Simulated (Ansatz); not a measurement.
Born–Oppenheimer molecular dynamics of H4Si + H6Si2 (13 atoms, charge 0, multiplicity 1). It starts from a relaxed structure.

The calculation used RHF/cc-pVDZ (Ansatz).

| Item | Value |
| --- | --- |
| ensemble | NVE (velocity Verlet) |
| time step | 0.25 fs |
| steps asked | 600 |
| starting velocities drawn for | 500 K |
| seed | 481833 |

First frame:

```xyz
13
Properties=species:S:1:pos:R:3
Si -0.040 0.200 -3.734
H 1.154 -0.619 -3.399
H -0.588 0.807 -2.493
H -1.074 -0.664 -4.360
H 0.347 1.276 -4.682
Si -0.368 0.899 2.789
Si 0.418 -1.148 1.878
H 0.585 1.402 3.816
H -0.501 1.922 1.716
H -1.699 0.701 3.429
H 0.628 -2.146 2.963
H 1.710 -0.935 1.168
H -0.574 -1.695 0.911
```

Q: What does the run give?

A: All steps were run.

```json
{
 "steps done": "600",
 "time covered": "150 fs",
 "mean temperature over the second half": "290 K",
 "spread of the potential energy over the second half": "8.9 meV per atom",
 "mean potential energy of the second half above the start": "23.0 meV per atom"
}
```

The conserved energy stayed within 0.049 meV per atom of its start (net change 0.03 meV per atom), so the integration is sound. A run of 0.15 ps of so small a system gives no equilibrium averages.

Q: What happens to the structure?

A: The same pairs are bonded in the first frame and the last. Pairs count as bonded within 1.25 times the sum of covalent radii (0.12 Å more for H–H). This is one draw of velocities; another would differ in detail.

Q: How do temperature and energy run in time?

A: 
```json
{"time (fs)": "0", "T (K)": "500", "potential energy less start (eV)": "0.000", "conserved less start (meV/atom)": "0.00"}
{"time (fs)": "12.5", "T (K)": "271", "potential energy less start (eV)": "0.326", "conserved less start (meV/atom)": "0.03"}
{"time (fs)": "25", "T (K)": "111", "potential energy less start (eV)": "0.553", "conserved less start (meV/atom)": "0.04"}
{"time (fs)": "37.5", "T (K)": "328", "potential energy less start (eV)": "0.245", "conserved less start (meV/atom)": "0.02"}
{"time (fs)": "50", "T (K)": "432", "potential energy less start (eV)": "0.096", "conserved less start (meV/atom)": "0.01"}
{"time (fs)": "62.5", "T (K)": "224", "potential energy less start (eV)": "0.393", "conserved less start (meV/atom)": "0.03"}
{"time (fs)": "75", "T (K)": "195", "potential energy less start (eV)": "0.435", "conserved less start (meV/atom)": "0.04"}
{"time (fs)": "87.5", "T (K)": "359", "potential energy less start (eV)": "0.200", "conserved less start (meV/atom)": "0.01"}
{"time (fs)": "100", "T (K)": "355", "potential energy less start (eV)": "0.206", "conserved less start (meV/atom)": "0.02"}
{"time (fs)": "112.5", "T (K)": "243", "potential energy less start (eV)": "0.365", "conserved less start (meV/atom)": "0.04"}
{"time (fs)": "125", "T (K)": "247", "potential energy less start (eV)": "0.359", "conserved less start (meV/atom)": "0.03"}
{"time (fs)": "137.5", "T (K)": "307", "potential energy less start (eV)": "0.275", "conserved less start (meV/atom)": "0.01"}
{"time (fs)": "150", "T (K)": "328", "potential energy less start (eV)": "0.245", "conserved less start (meV/atom)": "0.03"}
```

Run time: 21 min on 2 threads of Arm Neoverse N1 (shared host), peak memory 0.21 GiB.
